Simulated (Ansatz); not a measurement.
## One arrangement of a pair

The pair of OH⁻ (SMILES [OH-], atoms 1–2) and CH4O (SMILES CO, atoms 3–8), both closed shells, in one local arrangement (a lower one may exist), relaxed at PBE0-D4/def2-TZVPD:

```
atom    x (Å)    y (Å)    z (Å)
  O1  -0.3943  -0.0163  -2.3422
  H2  -0.0413   0.5140  -3.0632
  C3  -0.0925  -0.2031   0.5982
  O4   0.8091   0.6095   1.3622
  H5  -0.0277   0.0534  -0.4814
  H6  -1.1288  -0.0460   0.9288
  H7   0.1536  -1.2678   0.7150
  H8   0.7221   0.3563   2.2826
```

Program: Ansatz 0.2.0. Basis: def2-TZVPPD, with def2-QZVPPD for the basis limit. Cores are frozen in the correlated methods. B3LYP uses VWN-RPA correlation. Extrapolation: Hartree–Fock as exp(−7.88 √X), correlation as X^−2.97. Interaction energies count from these two fragments, frozen as in the pair, with the counterpoise correction; negative means bound.

What is the interaction energy by CCSD(T) at an estimated basis limit (MP2 extrapolated from triple and quadruple zeta, plus CCSD(T) − MP2 in triple zeta)? (Judge from chemistry; the value comes from the calculation.)

The calculation gives: -36.3 kJ/mol. Hartree–Fock alone gives -25.7 kJ/mol at the basis limit. It counts from the two fragments frozen as in the pair.

The same quantity by other methods in triple zeta, and each one's difference from that estimate:
| method | E_int (kJ/mol) | difference |
| --- | --- | --- |
| PBE-D4 | -38.5 | -2.3 |
| revPBE-D4 | -35.8 | 0.5 |
| BLYP-D4 | -35.1 | 1.2 |
| r2SCAN-D4 | -37.3 | -1.0 |
| B97M-V | -35.3 | 1.0 |
| PBE0-D4 | -39.0 | -2.7 |
| B3LYP-D4 | -37.1 | -0.8 |
| HSE06-D4 | -39.0 | -2.7 |
| wB97X-V | -35.7 | 0.5 |
| wB97M-V | -36.4 | -0.1 |
| B2PLYP | -32.7 | 3.6 |
| HF | -25.6 | 10.7 |
| MP2 | -32.7 | 3.6 |
| CCSD | -32.7 | 3.6 |
| CCSD(T) | -33.8 | 2.5 |
Differences are method less estimate.

Which atoms make the shortest contact between the fragments?

O1 and H5, 1.90 Å apart.

Energy to bend the free fragments (PBE0-D4 minima) into their shapes in the pair, CCSD(T)/def2-TZVPPD: OH⁻ 0.0 kJ/mol; CH4O 2.2 kJ/mol. This must be added to the interaction energy to get the binding energy from relaxed fragments.

Basis-set superposition shift (counterpoise-corrected less uncorrected): CCSD(T) 2.9; MP2 2.8; HF 0.1; PBE0-D4 0.5; wB97M-V 0.3 kJ/mol.

T1 diagnostic: at most 0.026.

For scale, one of the runs: CCSD(T)/def2-TZVPPD, 202 basis functions, launched by `ansatz run in.yaml --threads 2 --pin off --events-out ev --progress --plain --max-ram 5222MiB`. The run took 26 s on 2 CPU threads (shared host), with 2.7 GiB of host memory at its peak.
